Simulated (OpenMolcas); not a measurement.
## Potential curves of F₂⁻: spin-free states

Calculated with OpenMolcas 26.06: state-averaged CASSCF(11,6) over F 2p, F 2p, XMS-CASPT2 (IPEA 0.25, imaginary shift 0.2 hartree), scalar X2C, ANO-RCC-VTZP, then RASSI spin–orbit state interaction with atomic mean-field integrals. C2 symmetry about the axis (a holds Σ, Δ, Γ; b holds Π, Φ, H; Σ⁺ and Σ⁻ are not told apart); roots by multiplicity and irrep: 2a 2.

XMS-CASPT2 energies in eV from the lowest point. Curves are followed by energy order within each symmetry, so they are adiabatic and may change character at avoided crossings and where g and u states cross; Σ⁺ and Σ⁻ are counted together.

```
R (Å)  (1)2Σ   (2)2Σ
1.486  1.705  10.077
1.573  0.918   8.029
1.650  0.478   6.617
1.728  0.212   5.520
1.814  0.057   4.586
1.901  0.000   3.876
2.022  0.020   3.152
2.177  0.130   2.534
2.419  0.356   1.973
2.765  0.643   1.584
3.283  0.921   1.351
3.974  1.100   1.254
```

**Question.** With masses 18.998 and 18.998 u, fit the curves (1)2Σ near their minima.

**Answer.** At XMS-CASPT2, Te from the lowest curve (the fit fixes ωe to a per cent or two; the method's Re and ωe can be off by some per cent):

```tsv
curve	Te (cm⁻¹)	Re (Å)	ωe (cm⁻¹)
(1)2Σ	0	1.933	444.9
```

g and u states are not told apart. Only roots inside an energy window near the equilibrium distance were included, so the list of states is not complete; labels number the states computed. Each spin and symmetry block has orbitals of its own, averaged over its own roots, so gaps between blocks are less sure than gaps within one and near the minimum can be off by tenths of an eV, in bad cases by more. No Rydberg orbitals are active, so Rydberg states, and σ→σ* states whose orbital the CASSCF left unused, can be missing between those listed. For an anion, states above the electron-detachment threshold (often below 1 to 3 eV) are held by the basis set and are not bound levels. At stretched bonds a block can hold a wrong CASSCF solution and miss its lowest state; points past a visible jump are left out. No roots were computed in block 2b (none fell in the window or the block failed), so states of that kind are missing and can lie low or lowest. Points that failed a check (symmetry, reference weights, a jump) are left out.
